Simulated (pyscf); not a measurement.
Optimised with ωB97X-D3(BJ)/def2-SVP in PySCF.

SMILES: CCOBO
```xyz
12

C     -1.6053     0.1660    -1.9262
C     -1.0993    -0.0587    -0.5113
O     -0.4518    -1.3165    -0.3974
B      0.8983    -1.4369    -0.5193
O      1.4675    -2.6696    -0.4582
H     -2.1663     1.1118    -1.9919
H     -2.2707    -0.6564    -2.2318
H     -0.7651     0.2120    -2.6373
H     -1.9383    -0.0592     0.2033
H     -0.4092     0.7505    -0.2137
H      1.6184    -0.4757    -0.6783
H      0.8007    -3.3573    -0.3341
```
Charge 0, spin multiplicity 1.

Problem. What is the homolytic dissociation enthalpy (298 K, ωB97M-D3(BJ)/def2-TZVP) of the C–O bond of `[CH3][CH2][O][BH][OH]`, to •H₂C–CH₃ + •O–BH–OH?

Solution. C–O to •H₂C–CH₃ + •O–BH–OH: 3.87 eV. The 7 functionals that were run give +3.51 (r²SCAN) to +4.01 eV (M06-2X). The radicals are drawn with the spin at the cut bond; how far it spreads was not checked. H₃C–CH₂–O–BH–OH lies 0.79 eV over its isomer H₃C–CH₂–B(OH)–OH, and others may lie lower still (electronic energy, ωB97M-D3(BJ)). •O–BH–OH lies 0.22 eV over its isomer [HO–B–OH]•, and others may lie lower still (electronic energy, ωB97M-D3(BJ)). Other isomers of •H₂C–CH₃ were not searched in full and may lie lower.
